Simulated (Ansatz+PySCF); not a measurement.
A calculation with Ansatz (development build ahead of 0.2.0).

```yaml
crystal:
  periodic: [false, false, false]
  atoms:
    - { symbol: H, position_ang: [0.0, 0.0, -1.8814] }
    - { symbol: Cl, position_ang: [0.0, 0.0, 0.11067] }
basis:
  gaussian: { orbitals: "6-31G" }
hamiltonian:
  xc: hf
correlation:
  method: mp2
  frozen_orbitals: { Cl: 5, H: 0 }
scf:
  omitted_lower_state_checks: [starts, atomic_configurations, cluster_reference, orbital_swaps, given_window_search, neighbouring_geometries, increment]
```

The input is written out in the form of the current development build from the run's settings.

Results

* Converged: yes
* Reference energy: -459.93975 hartree
* Correlation energy: -0.06620 hartree
* Total energy: -460.00596 hartree
* Spin squared of the determinant: 0.000
* Stability test: minimum among restricted orbitals
* Occupied orbitals by symmetry in an Abelian subgroup (alpha; beta): 5 A1 2 B1 2 B2; 5 A1 2 B1 2 B2

Messages of the program:
```
mean field -12515.59829604 eV, -459.9397540021 hartree, gradient 2.0e-6 eV, S^2 0.000000; 0 other ends of a descent, 0 dependent functions left out; unlike orbitals of the two spins would lower it
```

Caution: large amplitudes, a single reference is doubtful; an unrestricted determinant lies well below.
